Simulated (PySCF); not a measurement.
Level sweep

Species: allene, C₃H₄.
SMILES: `C=C=C`

PySCF, dipoles from the SCF density, polarisabilities from static response with core orbitals frozen. Isolated species at its PBE0-D3(BJ)/def2-SVP geometry, gas phase.

Reference polarisability: 5.690 Å³ (measured, gas; NIST CCCBDB Release 22 (SRD 101), experimental polarizabilities). The anisotropy is √(½[(α1 − α2)² + (α2 − α3)² + (α3 − α1)²]).

```
              level  α (Å³)  error (%)  anisotropy (Å³)
     PBE0/def2-SVPD    5.90       +3.7             5.05
BHandHLYP/def2-SVPD    5.91       +3.8             5.15
CAM-B3LYP/def2-SVPD    5.93       +4.3             5.08
  wB97X-D/def2-SVPD    5.95       +4.6             5.00
  LC-wPBE/def2-SVPD    5.78       +1.6             4.98
        PBE0/6-31G*    4.54      -20.2             5.85
       PBE0/6-31+G*    5.38       -5.5             5.76
      PBE0/def2-SVP    4.85      -14.7             5.75
   PBE0/aug-cc-pVDZ    6.09       +7.0             5.13
     PBE0/def2-TZVP    5.61       -1.3             5.51
    PBE0/def2-TZVPD    6.08       +6.8             5.02
   PBE0/aug-cc-pVTZ    6.13       +7.8             5.06
```

For the polarisability, the smallest error is 1.3% (PBE0/def2-TZVP) and the largest 20.2% (PBE0/6-31G*). The dipole stays under 0.05 D at every level. In one basis (def2-SVPD) the functionals order the polarisability from LC-wPBE (lowest) to wB97X-D (highest), a spread of 3%. With PBE0 the polarisability is 5.00 Å³ without diffuse functions (mean of 6-31G*, def2-SVP and def2-TZVP) and 5.92 Å³ with them (mean of 6-31+G*, def2-SVPD, aug-cc-pVDZ, def2-TZVPD and aug-cc-pVTZ). Measured values can belong to vibrating molecules; the computed ones are for one fixed geometry.
